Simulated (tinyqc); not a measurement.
Ways to converge the cycle: SCF convergence aids in the sto-3g basis, for LiH, spin multiplicity 1. Computed by the program tinyqc with PySCF. RHF with one setting changed at a time; a run stops when the energy changes by less than 1e-09 hartree and the error matrix is below 1e-5. The start is the Wolfsberg-Helmholz matrix. Damping d keeps d of the old density; a shift (hartree) raises the virtual levels; DIIS n extrapolates F over n matrices.

Geometry (angstrom):
```
atom       x       y       z
Li    0.0000  0.0000  0.0000
H     0.0000  0.0000  1.7120
```

lowest restricted solution found by these runs and by PySCF = -7.856403 hartree

Largest element of the error matrix X^T (FDS - SDF) X:
```
iteration    plain  damping 0.3  damping 0.6  shift 0.4   DIIS 3   DIIS 8
1          7.6e-02      7.6e-02      7.6e-02    7.6e-02  7.6e-02  7.6e-02
2          2.4e-02      4.0e-02      5.5e-02    4.7e-02  2.4e-02  2.4e-02
3          1.4e-02      2.2e-02      4.1e-02    3.1e-02  1.2e-02  1.2e-02
4          7.6e-03      1.4e-02      3.0e-02    2.2e-02  9.6e-04  9.6e-04
5          4.1e-03      9.9e-03      2.3e-02    1.8e-02  2.0e-04  4.8e-04
6          2.2e-03      6.8e-03      1.7e-02    1.4e-02  1.1e-05  5.9e-05
8          6.3e-04      3.1e-03      1.1e-02    9.1e-03        -  2.2e-07
10         1.8e-04      1.4e-03      7.4e-03    5.6e-03        -        -
14         1.4e-05      2.9e-04      3.3e-03    2.1e-03        -        -
20               -      2.7e-05      9.6e-04    4.7e-04        -        -
30               -            -      1.2e-04    3.8e-05        -        -
```

How each run ends:
```
run          iterations  E (hartree)         state
plain                15     -7.85640  lowest found
damping 0.3          23     -7.85640  lowest found
damping 0.6          43     -7.85640  lowest found
shift 0.4            36     -7.85640  lowest found
DIIS 3                7     -7.85640  lowest found
DIIS 8                8     -7.85640  lowest found
```

What does the comparison show, and why?

6 of 6 runs reach the lowest restricted solution found, in 7 to 43 iterations (fastest: DIIS 3). Plain steps already contract here, so damping only slows them. DIIS 3 and DIIS 8 gain by cancelling the error over several earlier matrices, much as a quasi-Newton step does.
